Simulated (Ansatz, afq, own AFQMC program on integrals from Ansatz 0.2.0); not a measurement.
# BH− (doublet): AFQMC on the coupled-cluster ladder at distance B1–H2 = 1.359 Å, aug-cc-pVDZ

The task here is to estimate one member of a computed series from the others.

Program: Ansatz 0.2.0, Gaussian basis, and an in-house AFQMC program (afq) on its integrals; all values are calculated. Level of theory: aug-cc-pVDZ, frozen cores. These are calculated values, not measurements.

To be run: Full CI; PBE (unrestricted); r2SCAN (unrestricted); PBE0 (unrestricted); B3LYP (unrestricted); wB97M-V (unrestricted); B2PLYP (unrestricted); CCSD(T) on UHF; Full CI; Full CI (quartet); CCSDT(Q) on UHF; CCSDTQ on UHF; Phaseless AFQMC, CISD trial on UHF; Phaseless AFQMC, CISD trial on UHF; CCSD(T) on ROHF; Full CI; CCSDT(Q) on ROHF; CCSDTQ on ROHF; Phaseless AFQMC, CISD trial on ROHF; Phaseless AFQMC, CISD trial on ROHF.

1 further run of the same task is left out (it didn't finish).

## What is computed

The geometry derives from a PBE0/def2-TZVPD stationary point (not a proven minimum). One bond is set to the value named and the two fragments are kept rigid.

2 atoms, charge -1, spin multiplicity 2.

Atoms are counted from 1 here; the program's logs count them from 0.

Bond lengths: B1–H2 1.359 Å.

Coordinates:

```
B     0.00000    0.00000    0.00000
H     0.00000    0.00000    1.35900
```

Set-up of the first run:

in.yaml reads:

```yaml
crystal:
  periodic: [false, false, false]
  atoms:
    - {symbol: B, position_ang: [0.000000, 0.000000, 0.000000]}
    - {symbol: H, position_ang: [0.000000, 0.000000, 1.359000]}
basis:
  gaussian: {orbitals: aug-cc-pVDZ}
total_charge: -1
magnetization: {spin_polarized: false, initial_magnetization: 1}
correlation: {method: fci, electrons: outside_noble_gas}
```

Launch:

```
> ansatz run in.yaml --threads 1 --pin off --events-out ev --progress --plain --max-ram 16896MiB --backend cuda --devices 0, --max-vram 18GiB
```

Steps of the session up to this table: Full CI; PBE (unrestricted); r2SCAN (unrestricted); PBE0 (unrestricted); B3LYP (unrestricted); wB97M-V (unrestricted); B2PLYP (unrestricted); CCSD(T) on UHF; Full CI (quartet); CCSDT(Q) on UHF; CCSDTQ on UHF; Phaseless AFQMC, CISD trial on UHF; Phaseless AFQMC, CISD trial on UHF (settings varied); CCSD(T) on ROHF; CCSDT(Q) on ROHF; CCSDTQ on ROHF; Phaseless AFQMC, CISD trial on ROHF; Phaseless AFQMC, CISD trial on ROHF (settings varied).

One of the session's tables, all rows but one given; the rest of the session is left out.

It belongs to the step «AFQMC on the ladder». On the ROHF determinant, counted from full CI (exact for this spin and basis):

| level | from full CI (meV) |
| --- | --- |
| HF | +3011.8 |
| MP2 | ? |
| CCSD | +127.2 |
| CCSD(T) | +32.3 |
| CCSDT(Q) | +0.9 |
| CCSDTQ | +0.1 |
| full CI | 0.0 |
| Phaseless AFQMC, CISD trial, step 0.005, 4000 walkers | +20.4 |

Q: Estimate the row for MP2 from the others.

The run gave: from full CI (meV): +807.6. In the column «from full CI (meV)» it lies between CCSD (+127.2) and HF (+3011.8).

Caveats from the session: The anion's highest level is positive in at least one run, so there the basis alone may hold the extra electron.
